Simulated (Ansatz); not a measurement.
The same path of CH$_{4}$BS (7 atoms, charge 0, multiplicity 2) was run twice with different band settings. Lost on the way: S3–H7. Made: B2–H7.

Computed with UKS PBE-D4/STO-3G in Ansatz 0.2.0.

Relaxed end points:

```xyz
7
Properties=species:S:1:pos:R:3
C -0.875 0.447 -0.156
B 0.217 -0.603 0.270
S 1.935 -0.414 0.036
H -1.575 -0.003 -0.889
H -0.484 1.381 -0.608
H -1.498 0.737 0.713
H 2.340 -1.613 0.588
```

```xyz
7
Properties=species:S:1:pos:R:3
C -0.636 0.308 -0.109
B 0.740 -0.450 0.152
S 2.276 0.163 -0.266
H -1.282 -0.306 -0.767
H -0.533 1.307 -0.570
H -1.188 0.425 0.844
H 0.685 -1.515 0.670
```

Common settings: spring 5.0 eV/Å²; optimiser quadratic models (default); start path through a guess of the saddle point; force threshold 0.03 eV/Å; iteration limit 60; end points relaxed.

| run | movable images | climbing image |
| --- | --- | --- |
| 1 | 7 | yes |
| 2 | 3 | no |

What does each run give, and how far can it be trusted?

Run 1: converged after 15 iterations, highest image 1.178 eV above the first end. A vibrational analysis at the climbing image gives one clearly imaginary mode, 1716i cm⁻¹: a first-order saddle point.
Run 2: converged after 12 iterations, highest image 0.985 eV above the first end. Neighbouring images differ by up to 2.0 eV, so the band resolves the path poorly. No image climbed, so the highest image needn't sit at the top of the path. So few images can step over the top or miss a turn of the path.
Limits of this set-up: minimal basis.
